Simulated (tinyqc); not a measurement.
Worked calculation: MP2 on RHF in the sto-6g basis, frozen core, for H2O, spin multiplicity 1. One step of it, computed by the program tinyqc.

Problem. Iteration 1: diagonalisation and new density. Diagonalise F' = X^T F X, C = X C', fill 5 alpha and 5 beta electrons from the bottom; D = 2 C_occ C_occ^T. Each column has its largest component positive (the first on a tie).

Fock matrix F (hartree), order 1O 1s, 1O 2s, 1O 2px, 1O 2py, 1O 2pz, 2H 1s, 3H 1s:
```
[[-20.009355, -4.883039, 0.000000, 0.000000, -0.030033, -0.934152, -0.934152],
 [-4.883039, -2.018756, 0.000000, 0.000000, -0.140111, -0.815653, -0.815653],
 [0.000000, 0.000000, -0.117952, 0.000000, 0.000000, 0.000000, 0.000000],
 [0.000000, 0.000000, 0.000000, -0.166979, 0.000000, -0.328241, 0.328241],
 [-0.030033, -0.140111, 0.000000, 0.000000, -0.168763, -0.288701, -0.288701],
 [-0.934152, -0.815653, 0.000000, -0.328241, -0.288701, -0.399133, -0.304664],
 [-0.934152, -0.815653, 0.000000, 0.328241, -0.288701, -0.304664, -0.399133]]
```

X, order 1O 1s, 1O 2s, 1O 2px, 1O 2py, 1O 2pz, 2H 1s, 3H 1s:
```
[[-0.318769, 0.000000, 0.744730, 0.000000, -0.617037, 0.000000, 0.165257],
 [1.077978, 0.000000, -0.299716, 0.000000, -0.306880, 0.000000, 0.435646],
 [0.000000, 0.000000, 0.000000, 1.000000, 0.000000, 0.000000, 0.000000],
 [0.000000, 0.875968, 0.000000, 0.000000, 0.000000, 0.690824, 0.000000],
 [0.507987, 0.000000, 0.653257, 0.000000, 0.632802, 0.000000, 0.207014],
 [-0.683565, -0.797795, -0.167239, 0.000000, 0.137030, 0.379258, 0.381893],
 [-0.683565, 0.797795, -0.167239, 0.000000, 0.137030, -0.379258, 0.381893]]
```

Give: F' = X^T F X; orbital energies; coefficients C; D after iteration 1.

Solution.

F' = X^T F X (hartree):
```
[[0.123, 0.000, 1.835, 0.000, -1.558, 0.000, 0.424],
 [0.000, 0.669, 0.000, 0.000, 0.000, 0.100, 0.000],
 [1.835, 0.000, -8.757, 0.000, 8.846, 0.000, -3.812],
 [0.000, 0.000, 0.000, -0.118, 0.000, 0.000, 0.000],
 [-1.558, 0.000, 8.846, 0.000, -9.321, 0.000, 4.082],
 [0.000, 0.100, 0.000, 0.000, 0.000, -0.451, 0.000],
 [0.424, 0.000, -3.812, 0.000, 4.082, 0.000, -2.742]]
```

orbital energies (hartree): [-20.014, -1.019, -0.460, -0.218, -0.118, 0.553, 0.678]

coefficients C, order 1O 1s, 1O 2s, 1O 2px, 1O 2py, 1O 2pz, 2H 1s, 3H 1s:
```
[[0.996, -0.205, 0.000, 0.110, 0.000, -0.132, 0.000],
 [0.017, 0.749, 0.000, -0.546, 0.000, 0.823, 0.000],
 [0.000, 0.000, 0.000, 0.000, 1.000, 0.000, 0.000],
 [0.000, 0.000, 0.611, 0.000, 0.000, 0.000, 0.933],
 [0.003, 0.152, 0.000, 0.793, 0.000, 0.690, 0.000],
 [-0.004, 0.234, 0.448, 0.234, 0.000, -0.742, -0.761],
 [-0.004, 0.234, -0.448, 0.234, 0.000, -0.742, 0.761]]
```

D after iteration 1, order 1O 1s, 1O 2s, 1O 2px, 1O 2py, 1O 2pz, 2H 1s, 3H 1s:
```
[[2.094, -0.393, 0.000, 0.000, 0.119, -0.053, -0.053],
 [-0.393, 1.718, 0.000, 0.000, -0.639, 0.096, 0.096],
 [0.000, 0.000, 2.000, 0.000, 0.000, 0.000, 0.000],
 [0.000, 0.000, 0.000, 0.747, 0.000, 0.548, -0.548],
 [0.119, -0.639, 0.000, 0.000, 1.305, 0.442, 0.442],
 [-0.053, 0.096, 0.000, 0.548, 0.442, 0.621, -0.183],
 [-0.053, 0.096, 0.000, -0.548, 0.442, -0.183, 0.621]]
```
